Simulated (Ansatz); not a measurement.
Input for Ansatz (an electronic-structure program): U-CCSD(T)/cc-pVDZ on HClCH3ts, 2S+1 = 2.

Ansatz 0.2 input:
```yaml
crystal:
  periodic: [false, false, false]
  atoms:
    - {symbol: C, position_ang: [0.24411700, 0.59991600, 1.70242300]}
    - {symbol: H, position_ang: [-0.67559700, 0.27848200, 2.17293900]}
    - {symbol: H, position_ang: [0.35191000, 1.66378600, 1.53767200]}
    - {symbol: H, position_ang: [1.14068600, 0.06578700, 1.98782200]}
    - {symbol: H, position_ang: [0.05716300, 0.13997300, 0.39711200]}
    - {symbol: Cl, position_ang: [-0.13758000, -0.33809000, -0.95941600]}
basis:
  gaussian:
    orbitals: cc-pVDZ
magnetization: {spin_polarized: true, initial_magnetization: 1}
correlation: {method: ccsd_t, electrons: outside_noble_gas}
scf: {omitted_lower_state_checks: [cluster_reference]}
```

Q: Give the final energy of this run.

A: -499.9664 hartree (reference determinant -499.6356, T1 diagnostic 0.012).
